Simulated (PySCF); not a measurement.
# First hyperpolarisability: SMILES [O-]/C=C/Cl, [C2H2ClO]-, charge -1

Cartesian coordinates in Å; atom numbers follow the order of the lines, from 1:
```xyz
6

O    -1.176    0.373   -0.205
C    -0.077   -0.225   -0.315
C     1.183    0.318   -0.370
Cl    2.608   -0.718   -0.527
H    -0.070   -1.344   -0.380
H     1.418    1.372   -0.325
```

Total charge -1.

Theory: quadratic response CAM-B3LYP/aug-cc-pVTZ first hyperpolarisability, Taylor convention, gas phase (PySCF 2.14.0). Geometry: PBE0-D3(BJ)/def2-TZVP.

For a gas-phase anion, states above the detachment energy (about 1.4 eV, taken as minus the energy of the highest occupied orbital) lie in the continuum and depend on the basis.

(1) What is the first hyperpolarisability, and how does it disperse?

(2) Which lowest excitations and polarisabilities go with it?

Answers

(1) In 10⁻³⁰ esu, Taylor convention; the vector part is βᵢ = ⅓ Σⱼ (βᵢⱼⱼ + βⱼᵢⱼ + βⱼⱼᵢ):
```tsv
process	λ (nm)	β vector norm	β HRS	depolarisation ratio
static β(0;0,0)	∞	2.00	0.97	3.38
second harmonic β(−2ω;ω,ω)	1907	2.22	1.10	3.20
Pockels β(−ω;ω,0)	1907	2.07	–	–
second harmonic β(−2ω;ω,ω)	1064	3.36	1.86	2.70
Pockels β(−ω;ω,0)	1064	2.24	–	–
```

(2) S1 2.78 eV (f = 0.002); S2 3.05 eV (f = 0.001); S3 3.43 eV (f = 0.002); isotropic α 58.7 au static, 59.0 au at 1907 nm, 59.7 au at 1064 nm, 60.0 au at 953.5 nm, 63.8 au at 532 nm.
